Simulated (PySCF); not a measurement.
**Two-photon absorption: `C=CC#CC=O`, C5H4O**

Geometry:
| atom | x (Å) | y (Å) | z (Å) |
| --- | --- | --- | --- |
| C1 | -2.193 | 0.547 | -0.089 |
| C2 | -1.350 | -0.482 | -0.066 |
| C3 | 0.043 | -0.329 | 0.052 |
| C4 | 1.241 | -0.192 | 0.155 |
| C5 | 2.652 | -0.053 | 0.274 |
| O6 | 3.446 | -0.957 | 0.297 |
| H7 | -3.256 | 0.402 | -0.180 |
| H8 | -1.844 | 1.564 | -0.019 |
| H9 | -1.702 | -1.503 | -0.138 |
| H10 | 2.972 | 1.008 | 0.347 |

Method used: PySCF, TDDFT PBE0/def2-SVPD excited states, vertical, gas phase. Geometry: GFN2-xTB.

(1) Give the one- and two-photon strengths of the lowest singlets.

Results:

(1) δ for parallel linear polarisation; σ at the peak of a Lorentzian of half width 0.1 eV, single beam; Ω is circular over linear.
| state | E (eV) | f | photon λ (nm) | δ (au) | σ (GM) | Ω | main |
| --- | --- | --- | --- | --- | --- | --- | --- |
| S1 | 3.55 | 0.000 | 699 | <0.1 | 0.00 | – | HOMO−1→LUMO 0.93 |
| S2 | 4.26 | 0.000 | 582 | <0.1 | 0.00 | – | HOMO−2→LUMO 0.99 |
| S3 | 4.82 | 0.469 | 515 | 174 | 1.48 | 0.70 | HOMO→LUMO 0.91 |
| S4 | 6.43 | 0.000 | 386 | 7.22 | 0.11 | 1.47 | HOMO→LUMO+2 0.50, HOMO−1→LUMO+1 0.39 |
| S5 | 6.45 | 0.002 | 384 | 0.21 | 0.00 | 1.40 | HOMO−1→LUMO+1 0.52, HOMO→LUMO+2 0.38 |

Among these, the strongest one-photon state is S3, the strongest two-photon state S3, with a dipole change of 1.6 D (relaxed, norm of the difference vector).
